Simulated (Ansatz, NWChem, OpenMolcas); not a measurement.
C2H6S2 (dimethyl disulfide): methods side by side

C2H6S2: 10 atoms, total charge 0, spin state singlet. SMILES: `CSSC`. The coordinates come from a PBE0-D4/def2-TZVP relaxation. This is one conformer, not always the lowest.

Quantity: the atomisation enthalpy at 298 K, in kJ/mol. The values are calculated. The thermal term (zero-point and 298 K enthalpy, harmonic and unscaled) is that of PBE0-D4/def2-TZVP; the spin-orbit lowering of the free atoms at 298 K, 3.8 kJ/mol by their spectra, is taken off.

**The experiment to reproduce.** CRC Handbook of Chemistry and Physics gives the atomisation enthalpy at 298 K of the gas as 3320 kJ/mol.

```
            level                    kind     program  value (kJ/mol)  computed − measured  CPU time (all runs)
       HF/cc-pVDZ            Hartree–Fock  OpenMolcas            2277                -1043                 15 s
     BLYP/cc-pVDZ                     GGA  OpenMolcas            3180                 -140                 59 s
   r2SCAN/cc-pVDZ                meta-GGA      NWChem            3259                  -61                 51 s
    B3LYP/cc-pVDZ           global hybrid      NWChem            3202                 -118                 37 s
    BHLYP/cc-pVDZ           global hybrid  OpenMolcas            3115                 -205                 53 s
CAM-B3LYP/cc-pVDZ  range-separated hybrid      NWChem            3217                 -103                 82 s
    wB97X/cc-pVDZ  range-separated hybrid      NWChem            3241                  -79                 85 s
   B2PLYP/cc-pVDZ           double hybrid      NWChem            3145                 -175                 35 s
      MP2/cc-pVDZ     perturbation theory      NWChem            3026                 -294              2.1 min
     CCSD/cc-pVDZ   coupled cluster or CI      NWChem            2965                 -355                4 min
```

Nearest: r2SCAN/cc-pVDZ (-61 kJ/mol); farthest: HF/cc-pVDZ (-1043 kJ/mol). Computed less measured by kind, in kJ/mol (cc-pVDZ rows): Hartree–Fock -1043; GGA -140; meta-GGA -61; global hybrid -205 to -118; range-separated hybrid -103 to -79; double hybrid -175; perturbation theory -294; coupled cluster or CI -355. Wave-function methods converge slowly with the basis and bind too weakly in sets of this size; that is part of their error here. Times are those of the runs behind each value, whatever else they computed, on shared processors of several kinds: orders of magnitude only.
